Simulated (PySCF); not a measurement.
Compound: C₃H₅N₃.
Numbering: `[CH3:1][n:2]1[cH:3][n:4][cH:5][n:6]1` (hydrogens: H7, H8, H9 on C1; H10 on C3; H11 on C5)

The closed-shell ground state was solved at several levels (PySCF, density fitting, gas phase, non-relativistic). Isolated species at its PBE0-D3(BJ)/def2-SVP geometry, gas phase.

```
         level  basis functions  HOMO (eV)  LUMO (eV)  gap (eV)  dipole (D)
   B3LYP/pcJ-1              212      -7.42      -0.11      7.31        3.39
PBE0/def2-SVPD              160      -7.71       0.03      7.74        3.33
  PBE/pcSseg-2              286      -6.43      -0.99      5.44        3.32
```

**Question.** What might PBE0/pcSseg-1 (127 basis functions) give for the same quantities?

**Answer.** HOMO -7.66 eV, LUMO 0.14 eV, gap 7.80 eV, dipole 3.44 D.

**Question.** Over all these levels, which gives the widest orbital gap and which the narrowest?

**Answer.** PBE0/pcSseg-1 (global hybrid, 25 % exact exchange) has the widest, 7.80 eV, and PBE/pcSseg-2 (GGA) the narrowest, 5.44 eV. Functional and basis both differ between the two, so the spread mixes both effects.

**Question.** How far do the dipole and the HOMO energy spread over the levels?

**Answer.** The dipole runs from 3.32 to 3.44 D (mean 3.37 D) and the HOMO from -7.71 to -6.43 eV.
